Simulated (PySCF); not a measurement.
**Relaxation of doublet BCl₂**

All numbers come from UPBE0/[B def2-TZVP, Cl def2-TZVP], no relativity, density fitting, PySCF. A (50,194) grid was used.

A hand-made bent start, of C2v symmetry, held to at least that symmetry:

Coordinates in bohr (charge 0 multiplicity 2):
```
B     0.0000    0.0000   -1.7232
Cl    2.8482    0.0000    0.2713
Cl   -2.8482    0.0000    0.2713
```

(1) What forces act on the atoms at the start (eV/Å)?

(2) What does it relax to?

(3) How much energy is released, and in how many steps?

Answers

(1) 
```
atom     Fx    Fy     Fz
  B1   0.00  0.00   3.34
 Cl2  -1.27  0.00  -1.67
 Cl3   1.27  0.00  -1.67
```

(2) It ends at C2v with B–Cl 1.720 Å (×2); Cl–B–Cl 125.5°. A frequency run shows a minimum. Other isomers or separated fragments may lie lower.

(3) 40.7 kJ/mol in 4 steps.

The relaxation took about 17 core-seconds on a shared host.
